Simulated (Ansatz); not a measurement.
Molecule (SMILES): [Cl][Al][Cl], doublet.
Atoms: Al1, Cl2, Cl3. Bonds: Al1-Cl2, Al1-Cl3.

Basis-set convergence of the harmonic zero-point energy at B3LYP with Ansatz (an electronic-structure program). Each level at its own minimum, finite differences of forces, unscaled; the reference is a large set that could be run, not a limit. Cartesian d functions, on some or all atoms, in 6-311G**, 6-311+G**; all else is spherical. The program fits the integrals of some runs and decomposes those of others, by size. Open shells are unrestricted. No added dispersion term, no relativity. Reference: the value in aug-pcseg-2, 1.63 kcal/mol. Deviations are taken from unrounded values.

| basis | functions | harmonic zero-point energy (kcal/mol) |
|---|---|---|
| def2-SVP | 54 | 1.67 |
| def2-SVPD | 78 | 1.60 |
| pcseg-1 | 54 | 1.61 |
| aug-pcseg-1 | 81 | 1.60 |
| cc-pV(D+d)Z | 69 | 1.61 |
| aug-cc-pV(D+d)Z | 96 | 1.58 |
| 6-311G** | 81 | 1.62 |
| 6-311+G** | 93 | 1.62 |
| pcseg-2 | 102 | 1.64 |
| aug-pcseg-2 | 150 | 1.63 |
| def2-TZVP | 111 | 1.63 |
| def2-TZVPD | 135 | 1.63 |
| cc-pV(T+d)Z | 117 | 1.63 |
| aug-cc-pV(T+d)Z | 165 | 1.62 |
| def2-TZVPP | 126 | 1.63 |
| def2-TZVPPD | 150 | 1.63 |

What the diffuse functions change, pair by pair:
- def2-SVP to def2-SVPD: 24 more functions, deviation 0.04 to -0.03 kcal/mol
- pcseg-1 to aug-pcseg-1: 27 more functions, deviation -0.03 to -0.03 kcal/mol
- cc-pV(D+d)Z to aug-cc-pV(D+d)Z: 27 more functions, deviation -0.02 to -0.05 kcal/mol
- 6-311G** to 6-311+G**: 12 more functions, deviation -0.01 to -0.01 kcal/mol
- pcseg-2 to aug-pcseg-2: 48 more functions, deviation 0.01 to 0.00 kcal/mol
- def2-TZVP to def2-TZVPD: 24 more functions, deviation 0.00 to 0.00 kcal/mol
- cc-pV(T+d)Z to aug-cc-pV(T+d)Z: 48 more functions, deviation 0.00 to -0.01 kcal/mol
- def2-TZVPP to def2-TZVPPD: 24 more functions, deviation 0.00 to 0.00 kcal/mol

Leaving out the reference's own pair, they bring the value nearer the reference by more than 0.01 kcal/mol in 1 of 7 pairs.
